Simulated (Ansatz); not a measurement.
Cost and result for the atomization energy of C$_{2}$H$_{6}$Si, SMILES `CC[SiH]` (9 atoms, 8 bonds).

Cartesian coordinates in Å:
```
C -0.2320 0.7464 -0.5643
C 0.6248 -0.1737 0.2954
Si -0.1673 -1.3774 1.5194
H 0.3628 1.2851 -1.3078
H -0.7391 1.4966 0.0476
H -1.0042 0.1820 -1.0910
H 1.4464 0.3694 0.7741
H 1.1341 -0.9226 -0.3484
H -1.4255 -1.6058 0.6749
```

The species carries charge 0 and has multiplicity 1. All single points use the PBE0-D4/def2-TZVP geometry. Program: Ansatz. All runs use 2 threads of a server CPU on a shared host. Times are those of one run each, without the atoms' runs, and a repeat can differ threefold. Electronic energies, without spin–orbit coupling; frozen cores. CCSD(T)/CBS adds CCSD(T) − MP2 in def2-TZVPP to the MP2 limit, and its time is that of the two runs behind it. T1 = 0.012; the RHF reference is unstable towards UHF. B3LYP takes the VWN-RPA correlation (the form of Gaussian; ORCA's B3LYP/G). HSE06 is the plane-wave form, built on full-range PBE exchange.

CCSD(T)/CBS is a level of theory with its own doubt, some kJ/mol a heavy atom from the limit and from the frozen cores, so smaller differences don't rank the functionals.

```tsv
level	functions	wall time	atomization (kJ/mol)	difference from CCSD(T)/CBS	per bond
CCSD(T)/def2-SVP	76	1.1 s	2996.8	-142.3	-17.8
revPBE-D4/def2-TZVPP	188	1.1 s	3115.0	-24.1	-3.0
BHLYP-D4/def2-TZVPP	188	1.2 s	3082.0	-57.1	-7.1
PBE-D4/def2-TZVPP (with forces)	188	1.4 s	3170.9	31.8	4.0
PBE0-D4/def2-TZVPP	188	1.4 s	3140.4	1.3	0.2
HSE06-D4/def2-TZVPP	188	1.4 s	3142.3	3.2	0.4
CAM-B3LYP-D4/def2-TZVPP	188	1.8 s	3150.7	11.6	1.5
B3LYP-D4/def2-TZVPP (with forces)	188	1.9 s	3144.9	5.8	0.7
r2SCANh-D4/def2-TZVPP	188	2 s	3120.9	-18.2	-2.3
r2SCAN-D4/def2-TZVPP (with forces)	188	2.2 s	3131.0	-8.1	-1.0
MP2/def2-QZVPP	364	11 s	3111.9	-27.2	-3.4
CCSD(T)/def2-TZVPP	188	13 s	3069.7	-69.4	-8.7
CCSD(T)/CBS(def2)	–	24 s	3139.1	0.0	0.0
```

From PBE to PBE0 (25 % exact exchange), in def2-TZVPP and without D4, the atomization energy moves by −28.1 kJ/mol: exact exchange takes away binding that semilocal exchange gives to molecules. Leaving LDA and LC-ωPBE aside and taking each functional with its dispersion term where it has one, the values spread over 88.9 kJ/mol, from BHLYP-D4 to PBE-D4. LDA lies +371.7 kJ/mol from PBE without D4, its usual overbinding. At CCSD(T), def2-SVP lies −142.3 kJ/mol from the extrapolated value and def2-TZVPP −69.5 kJ/mol: correlation converges slowly with the basis, and small sets miss more of it in the bonded molecule than in its fragments.
